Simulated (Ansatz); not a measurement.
**Worked example: building the atomization energy of C₃H₄, singlet**

Measured: the G2/97 heats of formation, with zero-point and thermal terms from B3LYP taken off, give an electronic atomization energy of 682.9 kcal/mol (Curtiss et al., J. Chem. Phys. 106, 1063 (1997); Staroverov et al., J. Chem. Phys. 119, 12129 (2003)). The calculation below tries to reproduce it.

Geometry (MP2(full)/6-31G*, from the G2/97 set):

```xyz
7

C     0.0000    0.0000    0.8790
C     0.0000   -0.6505   -0.4781
C     0.0000    0.6505   -0.4781
H     0.9124    0.0000    1.4771
H    -0.9124    0.0000    1.4771
H     0.0000   -1.5841   -1.0177
H     0.0000    1.5841   -1.0177
```

Atomization energies (atoms less molecule, kcal/mol) from Ansatz 0.2.0, frozen cores, restricted molecule, unrestricted atoms (their steps beyond CCSDT(Q) from restricted open-shell runs), sets cc-pVDZ, cc-pVTZ, cc-pVQZ:

| level | DZ | TZ | QZ |
| --- | --- | --- | --- |
| HF | 486.80 | 496.09 | 497.15 |
| CCSD(T) | 628.42 | 662.90 | 672.66 |
| CCSDT | 628.13 | 662.04 | – |
| CCSDT(Q) | 628.89 | 662.91 | – |
| CCSDTQ | 628.83 | – | – |

Task: Extrapolate Hartree–Fock with exp(−5.46 √X) and the CCSD(T) correlation part with X⁻³ (X = 3, 4), add each higher step from the largest set that has it, and compare with the measured value.

Result: Hartree–Fock: 497.15 + (497.15 − 496.09) × 0.301 = 497.47.
Correlation: TZ 166.81, QZ 175.51; (64 × 175.51 − 27 × 166.81) / 37 = 181.86.
Full triples (TZ): 662.04 − 662.90 = -0.86.
(Q) (TZ): 662.91 − 662.04 = 0.87.
Full quadruples (DZ): 628.83 − 628.89 = -0.06.
Sum: 679.3 kcal/mol, 3.6 below the measured 682.9.

The steps beyond CCSD(T) add -0.05 kcal/mol, while going from QZ to the limit adds 6.67. Core correlation, scalar relativity, spin–orbit terms and the relaxation from this MP2 geometry are missing from the sum, and the measured value has its own uncertainty. A sum this far under the measured value points to those terms.
